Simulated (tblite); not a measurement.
Compound: C₃H₁₁P₃.
Z-matrix (Å and degrees, GFN2-xTB geometry), rows numbered from 1:
```
C 
P   1  1.8432
C   2  1.8656  1   99.15
P   3  1.8598  2  113.69  1    85.19
C   2  1.8624  1   98.13  3   -98.00
P   5  1.8632  2  108.41  1   -68.62
H   1  1.0890  2  109.44  3   -71.52
H   1  1.0896  2  108.36  3   170.24
H   1  1.0901  2  111.20  3    49.88
H   3  1.0958  2  108.37  1  -156.51
H   3  1.0956  2  111.20  1   -38.15
H   4  1.3955  3   96.45  2   -45.62
H   4  1.3931  3   95.32  2    46.46
H   5  1.0931  2  109.11  1   171.39
H   5  1.0952  2  110.67  1    51.16
H   6  1.3948  5   95.56  2  -160.45
H   6  1.3935  5   95.21  2   -67.62
```

Computed values, GFN2-xTB/tblite, gas phase, harmonic and unscaled. This tight-binding method is rough: wavenumbers can miss measured ones by several per cent, in bad cases by 10 to 20. Modes of hydrogen on phosphorus can be 10 to 20 % off. One conformer, not necessarily the lowest.

Harmonic wavenumbers (cm⁻¹): 47.5, 50.3, 95.4, 136.4, 152.9, 173.8, 188.6, 209.9, 272.2, 309.5, 620.8, 649.5, 654.0, 689.2, 732.7, 744.1, 761.6, 840.6, 844.4, 861.1, 877.4, 902.1, 923.9, 1047.1, 1079.7, 1118.1, 1135.6, 1139.1, 1158.3, 1318.2, 1391.8, 1399.8, 1431.0, 1442.6, 2262.6, 2268.6, 2329.7, 2332.5, 2903.4, 2909.0, 2921.2, 2935.9, 2978.3, 3000.1, 3005.2.

A = 5151, B = 729.0, C = 683.5 MHz; mass 140.007 u (most abundant isotopes); point group C1, symmetry number 1.

Problem. Zero-point energy?

Solution. Half the sum of the wavenumbers: 27623 cm⁻¹ = 330.44 kJ/mol.

Problem. Entropy at 273.15 K, 1 bar (ideal gas, RRHO, classical rotation)?

Solution. Translation 168.67, rotation 121.15, vibration 123.39: S = 413.2 J/(mol K).

Problem. And Cp and H(273.15 K) − H(0)?

Solution. Cp = 149.03 J/(mol K), of which vibrations give 115.77 (their classical limit is 45 R = 374.2); H(273.15 K) − H(0) = 26.22 kJ/mol without the zero-point energy, 17.14 from vibrations.

Problem. What must be added to the electronic energy to get the Gibbs energy at 273.15 K and 1 bar?

Solution. ZPE + [H(273.15 K) − H(0)] − T·S = 330.44 + 26.22 − 112.87 = 243.79 kJ/mol.

Problem. Blend soft modes into free rotors: weight 1/[1 + (100 cm⁻¹/ν̃)⁴] for the oscillator and the rest for a rotor with moment μB/(μ + B), μ = h/(8π²ν), B = 10⁻⁴⁴ kg m². What vibrational entropy results?

Solution. 112.33 J/(mol K) in place of 123.39, which changes −T·S at 273.15 K by +3.02 kJ/mol.

Problem. Which modes carry the vibrational entropy at 273.15 K?

Solution. 47.5 cm⁻¹: 19.86; 50.3 cm⁻¹: 19.38; 95.4 cm⁻¹: 14.12; 136.4 cm⁻¹: 11.24; 152.9 cm⁻¹: 10.34; 173.8 cm⁻¹: 9.33 J/(mol K); the other 39 give 39.12 together.

Hindered rotation and anharmonicity are outside this model. Other conformers, if any are populated, would add a mixing term that is left out. The structure is chiral; the term R ln 2 for an equal mix with its mirror image is left out.
